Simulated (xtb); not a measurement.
xtb input:

```bash
xtb mol.xyz --gfn 2 --ohess tight --chrg -1 --uhf 0
```
mol.xyz:
```
5

C     -0.45717208     0.60620427    -0.03358586
S     -0.49625869    -1.22714435    -0.02521292
H      0.84379581    -1.41046551    -0.00189447
H      0.02626858     0.99746473     0.91741206
H      0.06184301     1.01243659    -0.91617357
```

Task: Which total energy does the run end on?

Result: -7.02605 Eh (GFN2-xTB).

It need not be the lowest isomer of its formula. Whether it binds its extra electron was not tested at this geometry.
